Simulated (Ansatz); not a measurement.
This geometry of AlClFH₃ (6 atoms, charge 0, multiplicity 1) is a first-order saddle point.

Level of theory: RKS B3LYP-D4/6-31G* in Ansatz.

```xyz
6
Properties=species:S:1:pos:R:3
Al 0.014 -0.273 -0.056
Cl 0.020 0.016 2.339
H 1.419 0.172 -0.611
H -1.414 0.097 -0.606
F 0.056 -1.949 0.616
H 0.050 -1.359 1.728
```

(1) Which two structures does it join? (They come from a converged band through this point; their orientation in space is the band's.)

(2) How far does it lie above each of them?

Answers

(1) Bonds broken: F5–H6. Bonds formed: Cl2–H6.

First end point:

```xyz
6
Properties=species:S:1:pos:R:3
Al 0.009 -0.061 0.089
Cl 0.004 0.337 2.252
H 1.410 0.148 -0.605
H -1.404 0.069 -0.598
F 0.062 -1.995 0.663
H 0.064 -1.794 1.610
```

Last end point:

```xyz
6
Properties=species:S:1:pos:R:3
Al 0.016 -0.390 -0.262
Cl 0.019 -0.039 2.459
H 1.406 0.259 -0.642
H -1.408 0.180 -0.640
F 0.061 -1.989 0.270
H 0.052 -1.318 2.226
```

(2) 20.9 kJ/mol above the first and 14.3 kJ/mol above the second. This is the barrier of this one path; another mechanism may lie lower. The orbitals stay closed-shell, which can raise the energy where a bond breaks towards radicals; this wasn't checked here.

Time of the run: 2 min on 1 thread of Arm Neoverse V2 (shared host), peak memory 0.11 GiB.
